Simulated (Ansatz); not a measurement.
**SiH3Cl + H2O: a complex and its separated parts**

The complex below is one end of an elementary step. How strongly is it bound against its free parts?

Program: Ansatz 0.2.0, Gaussian basis. Level of theory: PBE0-D4/def2-TZVP structures, single points in def2-TZVPP, no counterpoise correction. These are calculated values, not measurements.

Levels: SPW92, PBE-D4, BLYP-D4, r2SCAN-D4, B97M-V, PBE0-D4, B3LYP-D4, r2SCAN0-D4, BHLYP-D4, CAM-B3LYP-D4, wB97X-V, wB97M-V, B2PLYP, PBE-QIDH, RPA on PBE, Hartree-Fock, MP2, CCSD, CCSD(T).

Cores are frozen in the correlated methods. B3LYP uses VWN-RPA correlation. B2PLYP carries no dispersion term here.

### Step 1. Where the work starts

The complex: 8 atoms, charge 0, spin multiplicity 1.

Atoms are counted from 1 here; the program's logs count them from 0.

Bond lengths: Si1–Cl2 2.070 Å, Si1–H3 1.483 Å, Si1–H4 1.478 Å, Si1–H5 1.476 Å, H6–O7 0.962 Å, O7–H8 0.960 Å. Angles: Cl2–Si1–H3 106.1°, Cl2–Si1–H4 108.8°, Cl2–Si1–H5 109.0°, H3–Si1–H4 109.8°, H3–Si1–H5 110.4°, H4–Si1–H5 112.5°, H6–O7–H8 105.1°.

Geometry (Å):

```xyz
8
ClH5OSi
Si   -0.3884   -0.6599   -0.9862
Cl    1.5290   -1.1225   -0.3581
H    -0.6276   -1.4708   -2.2043
H    -0.4457    0.7780   -1.3220
H    -1.3452   -1.0310    0.0745
H     0.8621    0.5141    1.6378
O     0.0607    1.0454    1.6532
H     0.3552    1.9468    1.5049
```

Its parts: SiH3Cl holds atoms 1, 2, 3, 4, 5; H2O holds atoms 6, 7, 8. Each part counts its atoms afresh in its own runs.

### Step 2. Relaxing SiH3Cl alone

relax-a/in.yaml

```yaml
crystal:
  periodic: [false, false, false]
  atoms:
    - {symbol: Si, position_ang: [-0.388380, -0.659888, -0.986214]}
    - {symbol: Cl, position_ang: [1.528966, -1.122499, -0.358066]}
    - {symbol: H, position_ang: [-0.627627, -1.470845, -2.204332]}
    - {symbol: H, position_ang: [-0.445655, 0.778039, -1.322031]}
    - {symbol: H, position_ang: [-1.345222, -1.031011, 0.074545]}
basis:
  gaussian: {orbitals: def2-TZVP}
hamiltonian: {xc: pbe0, dispersion: d4}
relax: {f_tol: 0.005, max_steps: 200}
```

The command line of these runs was not kept.

Further steps of the session: Relaxing H2O alone; wB97M-V/def2-TZVPP; CCSD(T)/def2-TZVPP; Vibrations of SiH3Cl; Vibrations of H2O.

Q: Predict the outcome of this session. Wanted: complex less parts, CCSD(T)/def2-TZVPP; with zero-point energy; largest T1 diagnostic.

As calculated:

```
                              quantity          value
complex less parts, CCSD(T)/def2-TZVPP  -3.0 kcal/mol
                with zero-point energy  -1.7 kcal/mol
                 largest T1 diagnostic          0.009
```

At CCSD(T) the complex lies 3.0 kcal/mol below its parts. PBE-QIDH is the best functional here (+0.2 kcal/mol from CCSD(T)); SPW92 is the worst (-2.9 kcal/mol). By rung, the mean size of the error is: LDA 2.9, GGA 0.8, meta-GGA 0.7, hybrid 0.5, range-separated hybrid 0.7, double hybrid 0.3 kcal/mol. PBE-D4 gives a relative energy 0.9 kcal/mol too low, inside chemical accuracy (1 kcal/mol). No counterpoise was applied, and triple zeta lacks some correlation, so the CCSD(T) reference has a basis error of its own, and close matches with it are partly luck.
